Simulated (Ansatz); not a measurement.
**BeLi− (singlet): from Hartree-Fock to the top rungs, aug-cc-pVTZ**

How much of the correlation energy of BeLi− (singlet) does each wave-function method recover here?

Method: aug-cc-pVTZ, core rule «outside noble gas», up to 2 orbitals frozen; program: Ansatz 0.2.0, Gaussian basis.

Plan: UHF; CCSD(T) on RHF; CCSD(T) on UHF; BCCD(T) on RHF; CCSDT(Q) on RHF; CCSDT(Q) on UHF; CASSCF and NEVPT2, 4 electrons in 8 orbitals; Full CI.

13 further runs of the same task are left out: 3 for a known fault of the program, 1 that didn't finish, 9 set aside as unsound or not needed.

## (1) The system

The geometry is a PBE0/def2-TZVPD stationary point (not a proven minimum).

2 atoms, charge -1, spin multiplicity 1.

Atoms are counted from 1 here; the program's logs count them from 0.

No contacts short enough for the rule that draws bonds.

## (2) UHF

Contents of in.yaml:

```yaml
crystal:
  periodic: [false, false, false]
  atoms:
    - {symbol: Li, position_ang: [0.000000, 0.000000, 0.000000]}
    - {symbol: Be, position_ang: [0.000000, 0.000000, 2.936000]}
basis:
  gaussian: {orbitals: aug-cc-pVTZ}
total_charge: -1
magnetization: {spin_polarized: true, initial_magnetization: 0}
hamiltonian: {xc: hf}
output: {orbitals: {seedname: orbitals}}
```

Launch:

```bash
ansatz run in.yaml --threads 1 --pin off --events-out ev --progress --plain --max-ram 2393MiB
```

After this run come: CCSD(T) on RHF; CCSD(T) on UHF; BCCD(T) on RHF; CCSDT(Q) on RHF; CCSDT(Q) on UHF; CASSCF and NEVPT2, 4 electrons in 8 orbitals; Full CI.

Before running them: what should the planned runs give, taken together? Wanted: FCI below the RHF energy; RMP2 from FCI; UMP2 from FCI; RCCSD from FCI; RCCSD(T) from FCI; UCCSD(T) from FCI; RCCSDT(Q) from FCI; UCCSDT(Q) from FCI; NEVPT2 valence from FCI.

**Answer**, as computed:

| quantity | value |
| --- | --- |
| FCI below the RHF energy | -2.3983 eV |
| RMP2 from FCI | +18.87 kcal/mol |
| UMP2 from FCI | +18.20 kcal/mol |
| RCCSD from FCI | +3.84 kcal/mol |
| RCCSD(T) from FCI | +0.90 kcal/mol |
| UCCSD(T) from FCI | +2.43 kcal/mol |
| RCCSDT(Q) from FCI | +0.03 kcal/mol |
| UCCSDT(Q) from FCI | 0.00 kcal/mol |
| NEVPT2 valence from FCI | +4.57 kcal/mol |
| levels within 1 kcal/mol (43 meV) | RCCSD(T), BCCD(T), RCCSDT, UCCSDT, RCCSDT(Q), UCCSDT(Q) |
| T1 diagnostic | 0.073 |
| effectively unpaired electrons | 0.67 |

In words: RCCSD(T) lands +0.90 kcal/mol from the yardstick (1.6 % of the correlation energy). CCSD(T) misses by +0.90 kcal/mol on the restricted determinant and by +2.43 kcal/mol on the unrestricted one; the two need not hold the same state or core. The occupations show some static correlation. These misses are within one basis, not against nature.
